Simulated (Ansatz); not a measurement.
A made-up structure of CHS₂ (charge -1), singlet:

S1  (1.838, -0.647, -0.698)
C2  (-1.237, 0.880, -0.628)
S3  (-0.013, -0.021, 0.070)
H4  (-0.258, -0.415, 1.348)
(Å)

It is relaxed with PBE-D4/def2-SVPD and then PBE0-D4/def2-TZVPD (Ansatz 0.2.0). Atoms count as bonded within 1.22 times the sum of their covalent radii (H–H: 0.88 Å). The end point is not checked to be a true minimum.

Problem. Does its bonding change? (Judge from chemistry; the calculation decides.)

Solution. By the calculation: No: no bond forms or breaks.

Where it ends: The first stage lowers the energy by 0.39 eV in 6 steps. It ends as CHS₂ ([C][SH][S]), total charge -1:
S1  (1.757, -0.667, -0.549)
C2  (-1.259, 0.878, -0.596)
S3  (-0.069, 0.046, -0.028)
H4  (-0.100, -0.462, 1.265)
(Å)

Labels in which every atom is bracketed show which atoms are joined, not bond orders.

For scale, one of the runs: PBE0-D4/def2-TZVPD relaxation, 138 basis functions, launched by `ansatz run in.yaml --threads 2 --pin off --events-out ev --progress --plain --max-ram 4352MiB`. The run took about 26 s on 2 CPU threads of an Intel Xeon Platinum 8259CL (shared host).
